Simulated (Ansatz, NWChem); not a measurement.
NClO (nitrosyl chloride): from total energies to a heat of formation

NClO: 3 atoms, total charge 0, spin state singlet. SMILES: `O=NCl`. The coordinates come from a PBE0-D4/def2-TZVP relaxation.

```xyz
3

O     1.0001   -0.3383    0.5139
N     0.0520   -0.5996   -0.0358
Cl   -1.0521    0.9379   -0.4780
```

Total energies at MP2/cc-pVTZ, 7 core orbitals frozen (NWChem 7.3.0); the atoms run unrestricted:

```
species    state  energy (Eh)
   NClO  singlet  -589.400764
      O  triplet   -74.954902
      N  quartet   -54.496617
     Cl  doublet  -459.643363
```

Harmonic wavenumbers at PBE0-D4/def2-TZVP, in cm⁻¹: 352, 638, 1944.

Measured heats of formation of the gaseous atoms at 298.15 K, in kJ/mol: O 249.2, N 472.4, Cl 121.3. Spin-orbit lowering of the atoms at 298 K (mean of the ground term's levels less their thermal mean, from spectra), in kJ/mol: O 0.40, Cl 3.44. Take 1 Eh = 2625.50 kJ/mol, 1 cm⁻¹ = 0.0119627 kJ/mol, RT = 2.479 kJ/mol.

**Question.** What heat of formation follows?

**Answer.** 
1. Electronic atomisation energy: (-74.954902) + (-54.496617) + (-459.643363) − (-589.400764) = 0.305882 Eh = 803.1 kJ/mol.
2. Zero-point energy: half the sum of the wavenumbers, 1467 cm⁻¹ = 17.5 kJ/mol.
3. Thermal vibrational enthalpy, Σ hcν̃/(exp(hcν̃/kT) − 1): 1.3 kJ/mol. Translation, rotation and pV of a non-linear molecule: 4 RT = 9.9 kJ/mol.
4. The 3 free atoms carry 5/2 RT each: 18.6 kJ/mol.
5. Spin-orbit coupling lowers the free atoms by 0.40 + 3.44 = 3.8 kJ/mol.
6. Atomisation enthalpy at 298 K: 803.1 − 3.8 − 17.5 − 1.3 − 9.9 + 18.6 = 789.2 kJ/mol.
7. Sum of the atoms' heats of formation: 842.9 kJ/mol. Heat of formation: 842.9 − 789.2 = +53.7 kJ/mol.

The tabulated value is +52.5 kJ/mol (Active Thermochemical Tables), so this level is off by +1.2 kJ/mol, or 0.1 % of the atomisation enthalpy that the table implies (790.5 kJ/mol). Anharmonicity and any spin-orbit splitting of the molecule are left out, and cores are frozen in the wave-function part.
